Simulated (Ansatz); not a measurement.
Cartesian coordinates (Å):
```xyz
6

C     -0.3462     0.0113    -0.0206
O      0.9391    -0.5623    -0.1610
H     -0.6100     0.2666     1.0363
H     -0.4957     0.9323    -0.6379
H     -1.0848    -0.7397    -0.3695
H      1.5872     0.0976     0.1466
```
Charge 0, multiplicity 1.

The numbers are results of frozen-core CCSD(T)/def2-TZVPP // BP86-D3(BJ)/def2-SVP (Ansatz, a first-principles code), not measurements.

```json
{
  "HF energy": "-115.09193 Ha",
  "MP2 correlation energy": "-0.42839 Ha"
}
```

Estimate the CCSD correlation energy, the (T) correction, the total energy and the T1 diagnostic.


The CCSD correlation energy is -0.44727 Ha, the (T) correction is -0.01489 Ha and the CCSD(T) total energy is -115.55410 Ha. The T1 diagnostic comes out as 0.009.
